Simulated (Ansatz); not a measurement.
**CH₄NNa (SMILES N[CH2][Na]): single points off equilibrium**

A test off equilibrium: a structure displaced at random from a GFN2-xTB minimum is computed at several levels, and each is set against CCSD(T).

The runs use Ansatz 0.2.0, Gaussian basis; single points in def2-TZVPP.

Cores are frozen in the correlated methods. The outer core shell of Li, Na, Mg and K is correlated.

### 1 Starting geometry

SMILES `N[CH2][Na]`, 7 atoms, charge 0, spin multiplicity 1.

Atoms are counted from 1 here; the program's logs count them from 0.

Bond lengths: N1–C2 1.499 Å, N1–H4 0.954 Å, N1–H5 1.179 Å, C2–Na3 2.470 Å, C2–H6 1.097 Å, C2–H7 0.996 Å. Angles: C2–N1–H4 118.9°, C2–N1–H5 103.9°, H4–N1–H5 121.2°, N1–C2–Na3 120.4°, N1–C2–H6 117.1°, N1–C2–H7 96.5°, Na3–C2–H6 105.3°, Na3–C2–H7 113.6°, H6–C2–H7 102.5°.

Coordinates:

```mol
CH4NNa
  3D, bonds by distance, orders not assigned

  7  6  0  0  0  0  0  0  0  0999 V2000
   -0.2381   -0.7810   -0.6664 N   0  0
    0.3756    0.0277    0.4371 C   0  0
   -0.6504    2.1614    1.1416 Na  0  0
   -1.1349   -1.0903   -0.5677 H   0  0
    0.1132   -0.2314   -1.6490 H   0  0
    1.4516    0.2314    0.3695 H   0  0
    0.3345   -0.6830    1.1339 H   0  0
  1  2  8  0
  1  4  8  0
  1  5  8  0
  2  3  8  0
  2  6  8  0
  2  7  8  0
M  END
```

### 2 CCSD(T)/def2-TZVPP

Contents of run/in.yaml:

```yaml
crystal:
  periodic: [false, false, false]
  atoms:
    - {symbol: N, position_ang: [-0.238100, -0.781000, -0.666400]}
    - {symbol: C, position_ang: [0.375600, 0.027700, 0.437100]}
    - {symbol: Na, position_ang: [-0.650400, 2.161400, 1.141600]}
    - {symbol: H, position_ang: [-1.134900, -1.090300, -0.567700]}
    - {symbol: H, position_ang: [0.113200, -0.231400, -1.649000]}
    - {symbol: H, position_ang: [1.451600, 0.231400, 0.369500]}
    - {symbol: H, position_ang: [0.334500, -0.683000, 1.133900]}
basis:
  gaussian: {orbitals: def2-TZVPP}
correlation: {method: ccsd_t}
output: {forces: true}
```

The command line of these runs was not kept.

### 3 PBE0-D4/def2-TZVPP

Changes to run/in.yaml since step 2:

```diff
@@ -12,3 +12,3 @@
   gaussian: {orbitals: def2-TZVPP}
-correlation: {method: ccsd_t}
-output: {forces: true}
+hamiltonian: {xc: pbe0, dispersion: d4}
+output: {forces: true, orbitals: {seedname: orbitals}}
```

### 4 wB97M-V/def2-TZVPP

Changes to run/in.yaml since step 3:

```diff
@@ -12,3 +12,3 @@
   gaussian: {orbitals: def2-TZVPP}
-hamiltonian: {xc: pbe0, dispersion: d4}
-output: {forces: true, orbitals: {seedname: orbitals}}
+hamiltonian: {xc: {name: wB97M-V}}
+output: {forces: true}
```

### 5 r2SCAN-D4/def2-TZVPP

Changes to run/in.yaml since step 4:

```diff
@@ -12,3 +12,3 @@
   gaussian: {orbitals: def2-TZVPP}
-hamiltonian: {xc: {name: wB97M-V}}
+hamiltonian: {xc: r2scan, dispersion: d4}
 output: {forces: true}
```

### 6 PBE-D4/def2-TZVPP

Changes to run/in.yaml since step 5:

```diff
@@ -12,3 +12,3 @@
   gaussian: {orbitals: def2-TZVPP}
-hamiltonian: {xc: r2scan, dispersion: d4}
+hamiltonian: {xc: pbe, dispersion: d4}
 output: {forces: true}
```

### 7 BLYP-D4/def2-TZVPP

Changes to run/in.yaml since step 6:

```diff
@@ -12,3 +12,3 @@
   gaussian: {orbitals: def2-TZVPP}
-hamiltonian: {xc: pbe, dispersion: d4}
+hamiltonian: {xc: {name: BLYP}, dispersion: d4}
 output: {forces: true}
```

### 8 revPBE-D4/def2-TZVPP

Changes to run/in.yaml since step 7:

```diff
@@ -12,3 +12,3 @@
   gaussian: {orbitals: def2-TZVPP}
-hamiltonian: {xc: {name: BLYP}, dispersion: d4}
+hamiltonian: {xc: {name: revPBE}, dispersion: d4}
 output: {forces: true}
```

(Steps that only read results are left out.)

Before running it: what results should come out? Wanted: energy less free atoms, CCSD(T)/def2-TZVPP; RMS force component; RMS force error; HOMO and LUMO, PBE0-D4; T1 diagnostic.

As calculated:

```
                                  quantity                                                                                             value
energy less free atoms, CCSD(T)/def2-TZVPP                                                                                    -1902.5 kJ/mol
                       RMS force component                                                              2.489 to 2.579 eV/Å over the methods
                           RMS force error  PBE0-D4 0.140, wB97M-V 0.107, r2SCAN-D4 0.091, PBE-D4 0.207, BLYP-D4 0.165, revPBE-D4 0.188 eV/Å
                    HOMO and LUMO, PBE0-D4                                                                                -3.61 and -1.34 eV
                             T1 diagnostic                                                                                             0.021
```

What this shows: Against CCSD(T) the functionals' energies less atoms differ by -140.6 to -59.0 kJ/mol, PBE-D4 by -140.6 kJ/mol. The reference is not at the basis limit: in triple zeta CCSD(T) underbinds, which counts against methods that bind more; the gaps are no ranking. The forces of r2SCAN-D4 come nearest to CCSD(T), those of PBE-D4 are farthest. Frozen-core CCSD(T) forces in triple zeta carry basis errors of their own, and this is one geometry, so small gaps rank nothing. The restricted Hartree–Fock reference is unstable towards an unrestricted one at one or more of these structures.
